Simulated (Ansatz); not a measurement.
Computed with frozen-core CCSD(T)/cc-pVTZ // PBE0-D4/def2-TZVP (Ansatz, a program for electronic structure).

Ansatz 0.2 input:
```yaml
crystal:
  periodic: [false, false, false]
  atoms:
    - { symbol: C, position_ang: [0.764633, -0.000004, -0.000003] }
    - { symbol: S, position_ang: [-0.764633, 0.000004, 0.000003] }
basis:
  gaussian: { orbitals: cc-pVTZ }
correlation:
  method: ccsd_t
```

Output:

```
Functional definition: HF
376 factors; integrals over basis functions are off by at most 9.9e-4 eV
mean field evaluation 1: about -11846.2085 eV, gradient 8.4e0 eV
mean field evaluation 2: about -11846.2162 eV, gradient 8.4e0 eV
mean field evaluation 4: about -11846.5401 eV, gradient 1.9e0 eV
mean field evaluation 8: about -11846.5559 eV, gradient 1.8e-4 eV
mean field evaluation 16: about -11846.5537 eV, gradient 5.9e-1 eV
mean field -11846.55594639 eV, -435.3529011457 hartree, gradient 1.7e-6 eV, S^2 0.000000; 0 other end points of the search recorded, 0 dependent functions left out
6 core orbitals not correlated
reference -11846.55594639 eV, -435.3529011457 hartree; 5, 5 occupied and 53, 53 virtual orbitals, 376 factors
second order -8.23003232 eV of doubles, -0.00000000 eV of singles
cycle   1  -8.23299763 eV  change   -3.0e-3 eV  update   1.1e-1
cycle   2  -8.56670230 eV  change   -3.3e-1 eV  update   4.0e-2
cycle   3  -8.67060196 eV  change   -1.0e-1 eV  update   2.1e-2
cycle   4  -8.66558804 eV  change    5.0e-3 eV  update   5.5e-3
cycle   5  -8.66485760 eV  change    7.3e-4 eV  update   2.2e-3
cycle   6  -8.66480521 eV  change    5.2e-5 eV  update   5.9e-4
cycle   7  -8.66467042 eV  change    1.3e-4 eV  update   1.3e-4
cycle   8  -8.66470277 eV  change   -3.2e-5 eV  update   4.8e-5
cycle   9  -8.66467954 eV  change    2.3e-5 eV  update   1.2e-5
cycle  10  -8.66467459 eV  change    5.0e-6 eV  update   3.4e-6
perturbative correction -0.57193196 eV, -0.0210181118 hartree
Total energy: -11855.79255293 eV, -435.6923401754 hartree
```

Cost: about 0.8 core-seconds (a rough figure).
